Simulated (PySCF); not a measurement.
H3N, SMILES N.

Geometry: PBE0-D3(BJ)/def2-TZVPD.

The numbers are results of M06-2X/def2-TZVPD run with PySCF, not measurements.

The molecule is in vacuum.

Computed frontier levels, gap, dipole moment and polarisability:
The highest occupied level comes out as -9.28 eV, the lowest empty level is 0.62 eV and the orbital gap comes out as 9.89 eV. The dipole moment is 1.53 D and the quadrupole, principal values (traceless, Buckingham form, about the centre of nuclear charge) is -3.03, 1.52, 1.52 D·Å. The mean static polarisability is 13.7 bohr³ (2.02 Å³) and the polarisability, principal values is 13.3, 13.3, 14.3 bohr³.
